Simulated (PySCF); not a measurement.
# The bond of CCl+, level by level

One table from this session's results is given with a row withheld; the runs are named, their logs left out.

Program: PySCF 2.14.0. Level of theory: C aug-cc-pVDZ, Cl aug-cc-pV(D+d)Z, no relativity. These are calculated values, not measurements.

Set-up of the first run:

A driver script around PySCF takes these settings:

```yaml
atoms: C, Cl
charge: 1
basis: C aug-cc-pVDZ, Cl aug-cc-pV(D+d)Z
Hamiltonian: no relativity
basis_functions: 55
electrons_treated: 22
masses_in_u: 12.0000, 34.9689
levels: PBE0, PBE, r²SCAN, B97-3, TPSS, B2PLYP, HF, MP2, SCS-MP2, CCSD, CCSD(T)
grid: 80 radial by 434 angular points
occupations: held fixed by the projection of orbital angular momentum
dissociation_limit: C+ + Cl, each in its ground configuration
starting_distance_in_angstrom: 1.780
values_of_2S_to_try: 0, 2
```

Run with:

```console
$ OMP_NUM_THREADS=1 python dia.py task.json out
```

Steps of the session up to this table: Input; First curve: PBE0; Other states along the same grid; PBE; r²SCAN; B97-3 (global hybrid GGA); TPSS; B2PLYP (double hybrid); RHF (mean field); Correlated methods on the Hartree–Fock reference.

One of the session's tables, all rows but one given; the rest of the session is left out.

It belongs to the step «The curves together». Energy (eV) from each level's lowest point:

```
R (Å)    RHF  RHF-MP2  RHF-SCS-MP2  RHF-CCSD  RHF-CCSD(T)
1.331  1.532    1.777        1.777       n/a          n/a
1.393  0.626    0.794        0.794     0.832        0.899
1.455  0.153    0.250        0.250     0.274        0.315
1.502  0.009    0.055        0.056     0.068        0.089
1.548  0.000    0.000        0.000     0.000        0.000
1.594      ?        ?            ?         ?            ?
1.656  0.342    0.246        0.242     0.211        0.157
1.734  0.778    0.631        0.621     0.561        0.464
1.827  1.408    1.223        1.200     1.095        0.946
1.950  2.313    2.139        2.085       n/a          n/a
```

Estimate the missing values for R (Å) = 1.594.

Worked estimate for «RHF». A straight line through the neighbours (1.548, 0.000) and (1.656, 0.342) gives 0.000 + (0.342 − 0.000) × (1.594 − 1.548) / (1.656 − 1.548) = 0.146; a parabola fitted to 4 rows on both sides gives 0.105.

The run gave: RHF: 0.095; RHF-MP2: 0.052; RHF-SCS-MP2: 0.051; RHF-CCSD: 0.038; RHF-CCSD(T): 0.015. In «RHF» the line misses by +0.051 and the parabola by +0.010.
